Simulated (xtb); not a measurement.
C₂H₈N (SMILES C[NH2+]C), charge +1, singlet, geometry from GFN2-xTB; GFN1-xTB (xtb).

xtb was given this input:
```
$ xtb mol.xyz --gfn 1 --chrg 1 --uhf 0 --json

# file mol.xyz
11

C     -0.02333821    -0.27178422     1.23058526
N      0.03459018     0.54534707     0.00080941
C     -0.01095720    -0.26891545    -1.23138777
H      0.81917921    -0.96023702     1.25829085
H      0.01259112     0.36354745     2.11314052
H     -0.94632669    -0.84824181     1.24954279
H      0.89993071     1.10048027     0.00580798
H      0.83180433    -0.95731169    -1.25222260
H      0.03383921     0.36847078    -2.11205406
H     -0.93370156    -0.84531649    -1.26097066
H     -0.75367517     1.20537707    -0.00238562
```

Output, abridged:

```
   ID    Z sym.   atoms
    1    6 C      1, 3
    2    7 N      2
    3    1 H      4-11

           -------------------------------------------------
          |                Calculation Setup                |
           -------------------------------------------------

           -------------------------------------------------
          |                 G F N 1 - x T B                 |
           -------------------------------------------------

          ...................................................
          :                      SETUP                      :
          :.................................................:
          :  # basis functions                  28          :
          :  # atomic orbitals                  28          :
          :  # shells                           22          :
          :  # electrons                        20          :
          :  # halogen bonds                     0          :
          :  max. iterations                   250          :
          :  Hamiltonian                  GFN1-xTB          :
          :  restarted?                      false          :
          :  GBSA solvation                  false          :
          :  PC potential                    false          :
          :  electronic temp.          300.0000000     K    :
          :  accuracy                    1.0000000          :
          :  -> integral cutoff          0.2500000E+02      :
          :  -> integral neglect         0.1000000E-07      :
          :  -> SCF convergence          0.1000000E-05 Eh   :
          :  -> wf. convergence          0.2000000E-04 e    :
          :  Broyden damping             0.4000000          :
          :  net charge                          1          :
          :  unpaired electrons                  0          :
          ...................................................

 iter      E             dE          RMSdq      gap      omega  full diag
   1    -11.3921804 -0.113922E+02  0.658E+00    9.61       0.0  T
   2    -11.4364718 -0.442913E-01  0.389E+00    9.93       1.0  T
   3    -11.4376385 -0.116674E-02  0.866E-01    9.61       1.0  T
   4    -11.4382202 -0.581748E-03  0.568E-02    9.64       1.0  T
   5    -11.4382318 -0.115228E-04  0.111E-02    9.66       2.7  T
   6    -11.4382320 -0.260277E-06  0.127E-03    9.67      23.7  T
   7    -11.4382320 -0.109293E-07  0.156E-04    9.67     193.7  T
   8    -11.4382320 -0.125389E-09  0.189E-05    9.67    1596.4  T

[...]
         :: total energy             -11.291385953427 Eh    ::
[...]
      -------------------------------------------------------------
                  HL-Gap            0.3553710 Eh            9.6701 eV
             Fermi-level           -0.5506571 Eh          -14.9841 eV

  Mulliken/CM5 charges         n(s)   n(p)   n(d)
     1C     0.02674 -0.07456   1.005  2.969  0.000
     2N    -0.16152 -0.69053   1.460  3.701  0.000
     3C     0.02674 -0.07456   1.005  2.969  0.000
     4H     0.09088  0.15170   0.909  0.000  0.000
     5H     0.09434  0.15428   0.906  0.000  0.000
     6H     0.09088  0.15170   0.909  0.000  0.000
     7H     0.27791  0.46214   0.722  0.000  0.000
     8H     0.09088  0.15170   0.909  0.000  0.000
     9H     0.09434  0.15428   0.906  0.000  0.000
    10H     0.09088  0.15170   0.909  0.000  0.000
    11H     0.27791  0.46214   0.722  0.000  0.000

Wiberg/Mayer (AO) data.
largest (>0.10) Wiberg bond orders for each atom

 ---------------------------------------------------------------------------
     #   Z sym  total        # sym  WBO       # sym  WBO       # sym  WBO
 ---------------------------------------------------------------------------
     1   6 C    3.890 --     6 H    0.983     4 H    0.983     5 H    0.980
                             2 N    0.916
     2   7 N    3.623 --     1 C    0.916     3 C    0.916     7 H    0.904
                            11 H    0.904
     3   6 C    3.890 --     8 H    0.983    10 H    0.983     9 H    0.980
                             2 N    0.916
     4   1 H    0.991 --     1 C    0.983
     5   1 H    0.989 --     1 C    0.980
     6   1 H    0.991 --     1 C    0.983
     7   1 H    0.930 --     2 N    0.904
     8   1 H    0.991 --     3 C    0.983
     9   1 H    0.989 --     3 C    0.980
    10   1 H    0.991 --     3 C    0.983
    11   1 H    0.930 --     2 N    0.904
 ---------------------------------------------------------------------------

Topologies differ in total number of bonds
Writing topology from bond orders to xtbtopo.mol

 dipole moment from electron density (au)
     X       Y       Z
   0.0542   0.8546   0.0013  total (Debye):    2.177

           -------------------------------------------------
          | TOTAL ENERGY              -11.291385953427 Eh   |
          | GRADIENT NORM               0.017647856606 Eh/α |
          | HOMO-LUMO GAP               9.670138109359 eV   |
           -------------------------------------------------

normal termination of xtb
```
